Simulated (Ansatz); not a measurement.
System: 3C-SiC. Method: G0W0@PBE in Ansatz (hard PAW, contour deformation).

The cell has the measured lattice parameters. Conventional cell: a = 4.3580 Å, b = 4.3580 Å, c = 4.3580 Å, α = 90.00°, β = 90.00°, γ = 90.00°.

The quasiparticle gap at Γ at a fixed k mesh 4×4×4:

```tsv
response cutoff	value (eV)
150 eV, 159 empty bands	7.255
200 eV, 244 empty bands	7.271
250 eV, 341 empty bands	7.277
300 eV, 449 empty bands	7.280
```

Q: Taking the value to converge with the response cutoff E as E^(−3/2), extrapolate from the last two rows.

A: With y = y∞ + c/w and weights w = 3953 and 5196 for the last two rows, y∞ = (w2 y2 − w1 y1)/(w2 − w1) = (5196 × 7.280 − 3953 × 7.277)/1243 = 7.290 eV, which lies 0.010 beyond the last row. Successive pairs of rows give 7.301, 7.292, 7.290. The limit also hangs on the law assumed, so its last digits aren't firm.

The other settings are not extrapolated, so this is the limit in one setting alone.

At the last cutoff the smallest gap on this mesh is 2.26 eV, with an edge away from Γ.

Ansatz is a first-principles code.
